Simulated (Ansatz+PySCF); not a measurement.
# singlet C2H4O2: levels of theory in one basis

```xyz
8

C     0.0386   -0.9284   -0.0971
O    -0.0218   -0.9591    1.1428
O    -0.0423    0.1483   -0.8761
C    -0.0381    1.3770   -0.1604
H     0.0206   -1.8700   -0.7323
H     0.0463    2.1684   -0.9492
H    -0.8881    1.5510    0.4717
H     0.8953    1.5548    0.4591
```

Basis set: def2-SVP (spherical functions). Frozen core: 4 orbitals. Charge 0, multiplicity 1.

Computed with Ansatz (development build ahead of 0.2.0); each method stands on the lowest determinant of its kind that the runs found.

```json
{"method": "RHF", "E − E(RHF) (eV)": "0.00", "<S²> of the determinant": "0.00"}
{"method": "RHF-MP2", "E − E(RHF) (eV)": "-17.47", "<S²> of the determinant": "–"}
{"method": "RHF-CCSD(T)", "E − E(RHF) (eV)": "-18.75", "<S²> of the determinant": "–"}
```

Task: What does RHF-CCSD give on the same scale?

Result: -18.19 eV.

Task: Is a single determinant a sound starting point here?

Result: By this sign, yes. Unrestricted orbitals gain 0.00 eV and <S²> is 0.00 against 0.00 for a pure state.
